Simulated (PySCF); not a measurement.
glyoxal (C2H2O2), singlet, geometry from GFN2-xTB; PySCF with TPSS/def2-SV(P).

PySCF was given this input:
```python
from pyscf import gto, scf, dft

mol = gto.M(
    atom='''
C     0.02026430    0.75833993    0.00748046
C    -0.02026430   -0.75833993   -0.00748046
O     1.03960208    1.38537393    0.03158832
H    -0.97907997    1.22841153   -0.00597192
O    -1.03960208   -1.38537393   -0.03158832
H     0.97907997   -1.22841153    0.00597192
''',
    basis='def2-sv(p)',
    verbose=4,
)

mf = dft.UKS(mol)
mf.xc = 'tpss'
mf.kernel()
mf.analyze()
```

Output, abridged:

```
PySCF version 2.14.0

[INPUT] verbose = 4
[INPUT] num. atoms = 6
[INPUT] num. electrons = 30
[INPUT] charge = 0
[INPUT] spin (= nelec alpha-beta = 2S) = 0
[INPUT] symmetry False subgroup None
[INPUT] Mole.unit = angstrom
[INPUT] Symbol           X                Y                Z      unit          X                Y                Z       unit  Magmom
[...]
nuclear repulsion = 102.22683584239
number of shells = 28
number of NR pGTOs = 104
number of NR cGTOs = 60
basis = def2-sv(p)
ecp = {}

******** <class 'pyscf.dft.uks.UKS'> ********
method = UKS
initial guess = minao
damping factor = 0
level_shift factor = 0
DIIS = <class 'pyscf.scf.diis.CDIIS'>
diis_start_cycle = 1
diis_space = 8
diis_damp = 0
SCF conv_tol = 1e-09
SCF conv_tol_grad = None
SCF max_cycles = 50
direct_scf = True
direct_scf_tol = 1e-13
number electrons alpha = 15  beta = 15
XC library pyscf.dft.libxc version 7.1.2
    S. Lehtola, C. Steigemann, M. J. T. Oliveira, and M. A. L. Marques,  SoftwareX 7, 1–5 (2018)
XC functionals = tpss
    J. Tao, J. P. Perdew, V. N. Staroverov, and G. E. Scuseria,  Phys. Rev. Lett. 91, 146401 (2003)
    J. P. Perdew, J. Tao, V. N. Staroverov, and G. E. Scuseria,  J. Chem. Phys. 120, 6898 (2004)
    J. Tao, J. P. Perdew, V. N. Staroverov, and G. E. Scuseria,  Phys. Rev. Lett. 91, 146401 (2003)
    J. P. Perdew, J. Tao, V. N. Staroverov, and G. E. Scuseria,  J. Chem. Phys. 120, 6898 (2004)
radial grids:
    Treutler-Ahlrichs [JCP 102, 346 (1995); DOI:10.1063/1.469408] (M4) radial grids

becke partition: Becke, JCP 88, 2547 (1988); DOI:10.1063/1.454033
pruning grids: <function nwchem_prune>
grids dens level: 3
symmetrized grids: False
atomic radii adjust function: <function treutler_atomic_radii_adjust>
small_rho_cutoff = 0
Set gradient conv threshold to 3.16228e-05
tot grids = 76016
init E= -227.990460009957
cycle= 1 E= -227.378815023995  delta_E= 0.612  |g|= 0.868  |ddm|= 1.93
cycle= 2 E= -225.399184728878  delta_E= 1.98  |g|= 2.31  |ddm|= 3.44
cycle= 3 E= -227.672430284216  delta_E= -2.27  |g|= 0.107  |ddm|= 2.85
cycle= 4 E= -227.676099033701  delta_E= -0.00367  |g|= 0.068  |ddm|= 0.219
cycle= 5 E= -227.678504086191  delta_E= -0.00241  |g|= 0.0068  |ddm|= 0.0814
cycle= 6 E= -227.678524947721  delta_E= -2.09e-05  |g|= 0.000695  |ddm|= 0.00591
cycle= 7 E= -227.678525146416  delta_E= -1.99e-07  |g|= 6.6e-05  |ddm|= 0.000711
cycle= 8 E= -227.678525151437  delta_E= -5.02e-09  |g|= 2.66e-05  |ddm|= 0.000136
[...]
converged SCF energy = -227.678525152825  <S^2> = 1.1851853e-11  2S+1 = 1
Total Energy =                        -227.678525152824761
[...]
spin_pop of  1 C 1s        0.00000
spin_pop of  1 C 2s       -0.00000
spin_pop of  1 C 3s       -0.00000
spin_pop of  1 C 2px      -0.00000
spin_pop of  1 C 2py      -0.00000
spin_pop of  1 C 2pz      -0.00000
spin_pop of  1 C 3px      -0.00000
spin_pop of  1 C 3py      -0.00000
spin_pop of  1 C 3pz      -0.00000
spin_pop of  1 C 3dxy     -0.00000
spin_pop of  1 C 3dyz     -0.00000
spin_pop of  1 C 3dz^2     0.00000
spin_pop of  1 C 3dxz      0.00000
spin_pop of  1 C 3dx2-y2   -0.00000
spin_pop of  2 O 1s       -0.00000
spin_pop of  2 O 2s        0.00000
spin_pop of  2 O 3s       -0.00000
spin_pop of  2 O 2px       0.00000
spin_pop of  2 O 2py       0.00000
spin_pop of  2 O 2pz       0.00000
spin_pop of  2 O 3px       0.00000
spin_pop of  2 O 3py      -0.00000
spin_pop of  2 O 3pz       0.00000
spin_pop of  2 O 3dxy      0.00000
spin_pop of  2 O 3dyz      0.00000
spin_pop of  2 O 3dz^2     0.00000
spin_pop of  2 O 3dxz      0.00000
spin_pop of  2 O 3dx2-y2    0.00000
spin_pop of  3 H 1s        0.00000
spin_pop of  3 H 2s        0.00000
spin_pop of  4 O 1s       -0.00000
spin_pop of  4 O 2s        0.00000
spin_pop of  4 O 3s       -0.00000
spin_pop of  4 O 2px       0.00000
spin_pop of  4 O 2py       0.00000
spin_pop of  4 O 2pz       0.00000
spin_pop of  4 O 3px       0.00000
spin_pop of  4 O 3py      -0.00000
spin_pop of  4 O 3pz       0.00000
spin_pop of  4 O 3dxy      0.00000
spin_pop of  4 O 3dyz      0.00000
spin_pop of  4 O 3dz^2     0.00000
spin_pop of  4 O 3dxz      0.00000
spin_pop of  4 O 3dx2-y2    0.00000
spin_pop of  5 H 1s        0.00000
spin_pop of  5 H 2s        0.00000
 ** Mulliken Spin Density (per atom)  **
spin density of  0 C =     -0.00000
spin density of  1 C =     -0.00000
spin density of  2 O =      0.00000
spin density of  3 H =      0.00000
spin density of  4 O =      0.00000
spin density of  5 H =      0.00000
 ** Mulliken pop alpha/beta on meta-lowdin orthogonal AOs **
 ** Mulliken pop       alpha | beta **
In total            15.00000 | 15.00000
 ** Mulliken atomic charges   ( Nelec_alpha | Nelec_beta ) **
charge of  0C =      0.23836  (     2.88082      2.88082 )
charge of  1C =      0.23836  (     2.88082      2.88082 )
charge of  2O =     -0.30375  (     4.15188      4.15187 )
charge of  3H =      0.06539  (     0.46730      0.46730 )
charge of  4O =     -0.30375  (     4.15188      4.15187 )
charge of  5H =      0.06539  (     0.46730      0.46730 )
Dipole moment(X, Y, Z, Debye): -0.00000, -0.00000, -0.00000
```
